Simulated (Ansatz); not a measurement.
System: SbI3 (R-3, No. 148). Method: PBEsol (Ansatz, an electronic-structure program, plane waves, PAW).

Settings: plane-wave cutoff 520 eV, 6×6×6 k mesh, Fermi–Dirac smearing 0.01 eV, scalar-relativistic PAW data made under PBE.

Cell (relaxed at this level):

```
CELL_PARAMETERS angstrom
      3.71288     2.14363     6.88672
     -3.71288     2.14363     6.88672
      0.00000    -4.28726     6.88672
ATOMIC_POSITIONS crystal
  Sb 0.83298 0.83298 0.83298
  Sb 0.16702 0.16702 0.16702
  I  0.24473 0.92894 0.58308
  I  0.75527 0.07106 0.41692
  I  0.58308 0.24473 0.92894
  I  0.41692 0.75527 0.07106
  I  0.92894 0.58308 0.24473
  I  0.07106 0.41692 0.75527
```

**Question.** Give the computed band gap and Γ–Γ gap.

**Answer.** 
* **band gap**: 2.02 eV (on the SCF k mesh)
* **Γ–Γ gap**: 2.34 eV

Measured, for comparison: band gap 2.1 eV (room temperature, no zero-point or thermal correction, indirect, our sources range from 2.10 to 2.22; as tabulated in Huang et al. (2020), arXiv:2008.08959).

Note: the relaxation could not lower the start's symmetry, so the cell can be a saddle point above a distorted one; the cell has widely spaced layers and the level no dispersion term, so their spacing and the moduli can rest on weak binding.

Spin–orbit coupling is not included; with these elements it can move the gap by several tenths of an eV or more.

Static lattice: no zero-point or thermal effects.

Cost on a shared machine: roughly 14 core-minutes.
